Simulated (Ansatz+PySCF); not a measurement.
# doublet C2H4NO: levels of theory in one basis

```csv
atom,x (Å),y (Å),z (Å)
C,0.0000,-0.1830,-1.2289
N,0.0000,0.4762,-0.0229
C,0.0000,-0.1514,1.2056
H,0.0000,0.3995,-2.1345
H,0.0000,-1.2590,-1.2063
H,0.0000,1.4860,-0.0211
H,0.0000,0.5860,2.0537
O,0.0000,-1.3543,1.3543
```

Basis set: cc-pVTZ (spherical functions). Left uncorrelated: 4 orbitals. Correlation on ROHF uses semicanonical orbitals with singles. Charge 0, multiplicity 2.

Computed with Ansatz (development build ahead of 0.2.0) and PySCF 2.14.0; each method stands on the lowest determinant of its kind that the runs found.

| method | E − E(ROHF) (eV) | <S²> of the determinant |
| --- | --- | --- |
| ROHF | 0.00 | 0.75 |
| UHF | -0.15 | 0.77 |
| ROHF-MP2 | -20.41 | – |
| UHF-MP2 | -20.37 | 0.77 |
